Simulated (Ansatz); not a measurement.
Start from `COC(F)CCl` and change one atom or group to get `FCCCl`.

Ansatz, PBE0-D4/def2-TZVP geometries, multiplicity 1. Each molecule was computed in one conformer, which needn't be the lowest.

| property | `COC(F)CCl` |
| --- | --- |
| HOMO–LUMO gap (PBE0/def2-TZVPP) / eV | 9.23 |
| HOMO energy (B3LYP/def2-TZVPP) / eV | -8.24 |
| LUMO energy (PBE0/def2-TZVPP) / eV | 0.73 |
| HOMO energy (ωB97M-V/def2-TZVPP) / eV | -10.85 |
| HOMO–LUMO gap (ωB97M-V/def2-TZVPP) / eV | 13.59 |
| size of the dipole moment (B3LYP/def2-TZVPP) / D | 1.26 |

Problem. Give the same properties after the change, and the shifts. (Estimate.)

Solution. Computed: 
```tsv
property	`FCCCl`	shift
HOMO–LUMO gap (PBE0/def2-TZVPP) / eV	9.27	0.04
HOMO energy (B3LYP/def2-TZVPP) / eV	-8.49	-0.25
LUMO energy (PBE0/def2-TZVPP) / eV	0.52	-0.21
HOMO energy (ωB97M-V/def2-TZVPP) / eV	-11.07	-0.22
HOMO–LUMO gap (ωB97M-V/def2-TZVPP) / eV	13.57	-0.02
size of the dipole moment (B3LYP/def2-TZVPP) / D	0.07	-1.19
```

Dipoles are sizes alone; their direction can turn.

B3LYP here is the variant with VWN-RPA as its local correlation; programs differ in this.
